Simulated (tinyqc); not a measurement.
The integration grid: Kohn-Sham B3LYP on finer and finer grids in the sto-6g basis, for CH2, spin multiplicity 3. Computed by the program tinyqc with PySCF. 

Geometry (angstrom):
```
atom,x,y,z
C,0.0000,0.0000,0.0000
H,0.0000,0.9960,0.5490
H,0.0000,-1.0570,0.5820
```

Self-consistent on each grid; the net force on the molecule should vanish.

Kohn-Sham energy on Becke grids (radial x angular points per atom):
```
grid,points,residual of the electron count,E (hartree),E - finest (mhartree),largest net force without grid terms (hartree/bohr)
10 x 14,416,-1.02e-02,-39.031309,-5.481287,2.15e-02
15 x 26,1165,1.77e-03,-39.028990,-3.162588,7.99e-03
20 x 50,2994,3.16e-05,-39.026527,-0.699533,3.08e-03
30 x 86,7730,6.06e-05,-39.025835,-0.007890,1.03e-04
50 x 194,29085,-7.71e-07,-39.025827,0.000514,1.09e-05
75 x 302,67910,-1.19e-07,-39.025827,0.000065,2.06e-06
120 x 590,212234,3.71e-09,-39.025827,0.000000,4.77e-08
```

The energy is within 0.1 mhartree of the finest grid first at 30 x 86. The error has both signs, since quadrature is not variational. The electron count and the net force are cheap signs of a poor grid.
